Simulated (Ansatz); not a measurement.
System: O$_{2}$, charge 0, multiplicity 3. 
Geometry from a B3LYP-D3(BJ)/def2-TZVP (Ansatz, a program for electronic structure) optimisation:
```
O
O 1 1.2043
```
Charge 0, spin multiplicity 3.

Property: atomisation energy (electronic, to ground-state atoms), in eV. Cores are frozen in the correlated levels unless marked. Open shells are spin-unrestricted. No spin-orbit coupling. No relativistic terms. The coupled-cluster limit lacks core correlation, which all-electron functionals hold. CBS marks a two-point X^-3 extrapolation of the correlation energy; Hartree-Fock from the larger set (for Q and 5 zeta extrapolated as (X+1)exp(-9√X)).

```csv
level,program,atomisation energy (eV),minus last row
HF/cc-pVDZ,Ansatz,1.20,-3.99
B3LYP-D3(BJ)/def2-TZVPD,Ansatz + dftd3,5.37,0.18
MP2/def2-SVP,Ansatz,5.20,0.01
MP2/aug-cc-pVQZ,Ansatz,5.63,0.44
MP2/def2-QZVPP,Ansatz,5.58,0.39
"MP2/CBS(def2-TZVPPD,def2-QZVPPD)",Ansatz,5.68,0.49
"CCSD(T)/CBS(cc-pVQZ,cc-pV5Z)",Ansatz,5.19,0.00
```
